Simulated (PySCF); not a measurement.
Structure with atom numbers: `[CH2:1]=[N:2][CH:3]1[CH2:4][CH2:5]1`. Each H is labelled by its parent atom. Ha(C1) is cis to C3; Ha(C4), Ha(C5) are cis to N2 on the ring; Hb(C1) is trans to C3; Hb(C4), Hb(C5) are trans to N2 on the ring.

GIAO PBE0/pcSseg-1 shifts (PySCF 2.14.0 with density-fitted response routines, gas phase, non-relativistic, equivalent atoms averaged), each against references optimised in the same way as the molecule (TMS, NH3).

On the GFN2-xTB geometry: C1 151.1, C3 45.5, C4/C5 13.4, N2 417.6, Ha(C1) 7.86, Hb(C1) 7.08, H(C3) 2.66, Ha(C4)/Ha(C5) 1.05, Hb(C4)/Hb(C5) 0.96 ppm.

What changes on the PBE0-D3(BJ)/def2-SVP geometry?

## Answers


| atoms | δ (ppm) | change |
| --- | --- | --- |
| C1 | 152.7 | +1.6 |
| C3 | 45.1 | -0.4 |
| C4/C5 | 12.4 | -1.0 |
| N2 | 419.5 | +1.9 |
| Ha(C1) | 7.66 | -0.20 |
| Hb(C1) | 7.03 | -0.05 |
| H(C3) | 2.37 | -0.29 |
| Ha(C4)/Ha(C5) | 1.00 | -0.05 |
| Hb(C4)/Hb(C5) | 0.91 | -0.05 |

Bonds between heavy atoms that differ most (equivalent bonds averaged): C1–N2 1.254 → 1.265 Å, N2–C3 1.399 → 1.410 Å. Mean change of bonds to hydrogen: C–H +0.014 Å.
